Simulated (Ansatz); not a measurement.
# SiNH2 (quartet): inputs that go wrong at a displaced geometry (v2)

4 inputs are run for SiNH2 (quartet) as typed; the log has to tell whether the result can be used and what must change.

Program: Ansatz 0.2.0, Gaussian basis. Level of theory: the settings change from run to run. These are calculated values, not measurements.

37 further runs of the same task are left out: 10 for a known fault of the program, 13 that didn't finish, 14 set aside as unsound or not needed.

## 1. The geometry

The geometry is a PBE0/def2-TZVP stationary point (not a proven minimum) with its atoms shifted at random (size 0.100 Å).

4 atoms, charge 0, spin multiplicity 4.

Atoms are counted from 1 here; the program's logs count them from 0.

Bond lengths: Si1–N2 1.809 Å, Si1–H3 1.463 Å, N2–H4 1.182 Å. Angles: N2–Si1–H3 112.1°, Si1–N2–H4 103.7°.

Coordinates:

```
Si    0.0640   -0.1040    0.5979
N    -0.1976    0.1524   -1.1734
H     0.2319    1.1586    1.3182
H     0.7325   -0.3772   -1.6740
```

## 2. Try 1

The input, in.yaml:

```yaml
crystal:
  periodic: [false, false, false]
  atoms:
    - {symbol: Si, position_ang: [0.063951, -0.104049, 0.597949]}
    - {symbol: N, position_ang: [-0.197626, 0.152405, -1.173373]}
    - {symbol: H, position_ang: [0.231871, 1.158559, 1.318217]}
    - {symbol: H, position_ang: [0.732468, -0.377182, -1.674006]}
basis:
  gaussian: {orbitals: cc-pVDZ}
magnetization: {spin_polarized: false, initial_magnetization: 3}
correlation: {method: sc_nevpt2, electrons: outside_noble_gas, active_space: {window: {electrons: 5, orbitals: 4}}}
scf: {lower_state_search: light}
output: {forces: true}
```

Launch:

```sh
> ansatz run in.yaml --threads 1 --pin off --events-out ev --progress --plain --max-ram 2393MiB
```

Standard output:

```text
Functional definition: HF
  name "HF"
  cite "Fock, Z. Phys. 61, 126 (1930) doi:10.1007/BF01340294"
  parent pbe
  exchange = exact_x
  correlation = 0
409 factors; integrals over basis functions are off by at most 1.2e-3 eV
mean field evaluation 1: about -9370.4253 eV, gradient 1.3e1 eV
mean field evaluation 2: about -9370.4604 eV, gradient 1.3e1 eV
mean field evaluation 4: about -9371.5959 eV, gradient 3.3e0 eV
mean field evaluation 8: about -9371.6678 eV, gradient 3.7e-1 eV
mean field evaluation 16: about -9371.6737 eV, gradient 2.8e-6 eV
mean field -9371.67372546 eV, -344.4026570619 hartree, gradient 2.8e-6 eV, S^2 3.750000; 2 other end points of the search recorded, 0 dependent functions left out
reference -9371.67372546 eV, -344.4026570619 hartree; 13, 10 occupied and 29, 32 virtual orbitals, 409 factors
state -9371.67372546 eV, -344.4026570619 hartree
state -9371.67372546 eV, -344.4026570619 hartree; corrected -9377.21267348 eV, -344.6062096474 hartree
WARN: 1 active orbitals are nearly empty or full. The corrections depend on them more than the energy does, and are more stable in an active space without them
the calculation of the forces begins
Error: an active orbital is full or empty, and SC-NEVPT2 has no forces then: leave it out of the active space
```

Wall time 3.2 s (1 thread of Intel Xeon at 2.50GHz, shared host).

**Diagnosis.** The run stopped with an error. It says: «an active orbital is full or empty, and SC-NEVPT2 has no forces then: leave it out of the active space». Cure: drop the forces, or choose an active space whose orbitals are all partly filled.

## 3. Try 2

The input, in.yaml:

```yaml
crystal:
  periodic: [false, false, false]
  atoms:
    - {symbol: Si, position_ang: [0.063951, -0.104049, 0.597949]}
    - {symbol: N, position_ang: [-0.197626, 0.152405, -1.173373]}
    - {symbol: H, position_ang: [0.231871, 1.158559, 1.318217]}
    - {symbol: H, position_ang: [0.732468, -0.377182, -1.674006]}
basis:
  gaussian: {orbitals: 6-31G}
magnetization: {spin_polarized: false, initial_magnetization: 3}
correlation: {method: fic_mrcisd_q, electrons: valence, active_space: {window: {electrons: 5, orbitals: 5}, states: [{multiplicity: 4, irrep: T2g, weights: [1]}]}}
```

The command is unchanged.

Standard output:

```text
Functional definition: HF
  name "HF"
  cite "Fock, Z. Phys. 61, 126 (1930) doi:10.1007/BF01340294"
  parent pbe
  exchange = exact_x
  correlation = 0
580 factors; integrals over basis functions are off by at most 8.2e-8 eV
mean field evaluation 1: about -9368.5100 eV, gradient 1.2e1 eV
mean field evaluation 2: about -9368.5123 eV, gradient 1.2e1 eV
mean field evaluation 4: about -9369.5131 eV, gradient 3.0e0 eV
mean field evaluation 8: about -9369.5674 eV, gradient 1.4e-1 eV
mean field evaluation 16: about -9369.4468 eV, gradient 1.4e0 eV
mean field -9369.56905985 eV, -344.3253120273 hartree, gradient 2.8e-6 eV, S^2 3.750000; 3 other end points of the search recorded, 0 dependent functions left out
reference -9369.56905985 eV, -344.3253120273 hartree; 13, 10 occupied and 13, 16 virtual orbitals, 580 factors
Error: the irrep T2g is not accepted for these orbitals, which take A, or 1 to 1
```

It took 0.88 s on 1 thread of Intel Xeon at 2.50GHz, shared host.

**Diagnosis.** The run stopped with an error. The symmetry label isn't in the molecule's group. To mend it, name an irrep that the log lists.

## 4. Try 3

The input, in.yaml:

```yaml
crystal:
  periodic: [false, false, false]
  atoms:
    - {symbol: Si, position_ang: [0.063951, -0.104049, 0.597949]}
    - {symbol: N, position_ang: [-0.197626, 0.152405, -1.173373]}
    - {symbol: H, position_ang: [0.231871, 1.158559, 1.318217]}
    - {symbol: H, position_ang: [0.732468, -0.377182, -1.674006]}
basis:
  gaussian: {orbitals: cc-pVDZ}
magnetization: {spin_polarized: false, initial_magnetization: 3}
correlation: {active_space: {window: {electrons: 17, orbitals: 14}}}
accuracy: high
```

Launched as before.

Standard output:

```text
Functional definition: HF
  name "HF"
  cite "Fock, Z. Phys. 61, 126 (1930) doi:10.1007/BF01340294"
  parent pbe
  exchange = exact_x
  correlation = 0
896 factors; integrals over basis functions are off by at most 3.2e-9 eV
mean field evaluation 1: about -9370.4277 eV, gradient 1.3e1 eV
mean field evaluation 2: about -9370.4604 eV, gradient 1.3e1 eV
mean field evaluation 4: about -9371.5966 eV, gradient 3.3e0 eV
mean field evaluation 8: about -9371.6678 eV, gradient 3.7e-1 eV
mean field evaluation 16: about -9371.6738 eV, gradient 1.4e-6 eV
mean field -9371.67380030 eV, -344.4026598123 hartree, gradient 4.2e-8 eV, S^2 3.750000; 2 other end points of the search recorded, 0 dependent functions left out
reference -9371.67380030 eV, -344.4026598123 hartree; 13, 10 occupied and 29, 32 virtual orbitals, 896 factors
```

Wall time 99 s (1 thread of Intel Xeon at 2.50GHz, shared host).

**Diagnosis.** The run was cut at its time limit. The job is too large for the time given. Cure: a smaller basis or space, or a lower level; a longer limit helps only where the log shows it near its end.

## 5. Try 4

The input, in.yaml:

```yaml
crystal:
  periodic: [false, false, false]
  atoms:
    - {symbol: Si, position_ang: [0.063951, -0.104049, 0.597949]}
    - {symbol: N, position_ang: [-0.197626, 0.152405, -1.173373]}
    - {symbol: H, position_ang: [0.231871, 1.158559, 1.318217]}
    - {symbol: H, position_ang: [0.732468, -0.377182, -1.674006]}
basis:
  gaussian: {orbitals: def2-TZVPP}
magnetization: {spin_polarized: false, initial_magnetization: 3}
correlation: {method: ccsdtq, electrons: all}
output: {forces: true}
```

Launched as before.

Standard output:

```text
Functional definition: HF
  name "HF"
  cite "Fock, Z. Phys. 61, 126 (1930) doi:10.1007/BF01340294"
  parent pbe
  exchange = exact_x
  correlation = 0
1266 factors; integrals over basis functions are off by at most 1.5e-7 eV
mean field evaluation 1: about -9370.9699 eV, gradient 1.6e1 eV
mean field evaluation 2: about -9370.9721 eV, gradient 1.5e1 eV
mean field evaluation 4: about -9372.3919 eV, gradient 3.9e0 eV
mean field evaluation 8: about -9372.5037 eV, gradient 2.3e-1 eV
mean field evaluation 16: about -9372.5080 eV, gradient 2.2e-6 eV
mean field evaluation 32: about -9371.1885 eV, gradient 3.0e0 eV
mean field evaluation 64: about -9371.8170 eV, gradient 2.7e0 eV
mean field -9372.50802144 eV, -344.4333168739 hartree, gradient 2.2e-6 eV, S^2 3.750000; 4 other end points of the search recorded, 0 dependent functions left out
mean field evaluation 96: about -9372.5397 eV, gradient 2.9e0 eV
determinant -9372.50802144 eV, -344.4333168739 hartree, with singles and doubles -9385.00327123 eV, -344.8925088341 hartree
determinant -9370.96472514 eV, -344.3766017809 hartree, with singles and doubles -9383.52070506 eV, -344.8380255321 hartree
reference -9372.50802144 eV, -344.4333168739 hartree; 13, 10 occupied and 88, 91 virtual orbitals, 1266 factors
```

Run time: 99 s. Hardware: 1 thread of Intel Xeon at 2.50GHz, shared host.

What is wrong: The run was cut at its time limit. The job is too large for the time given. Cure: a smaller basis or space, or a lower level; a longer limit helps only where the log shows it near its end.

## 6. Summary

```tsv
try	level	ended	cause	time
1	NEVPT2(5,4)/cc-pVDZ	stopped by an error	an active orbital is full or empty, and SC-NEVPT2 has no forces then: leave it out of the active space	3.2 s
2	MRCISD+Q(5,5)/6-31G	stopped by an error	the symmetry label isn't in the molecule's group	0.88 s
3	CASSCF(17,14)/cc-pVDZ	cut at its time limit	the job is too large for the time given	99 s
4	CCSDTQ on ROHF/def2-TZVPP	cut at its time limit	the job is too large for the time given	99 s
```

2 stopped by an error, 2 cut at its time limit.
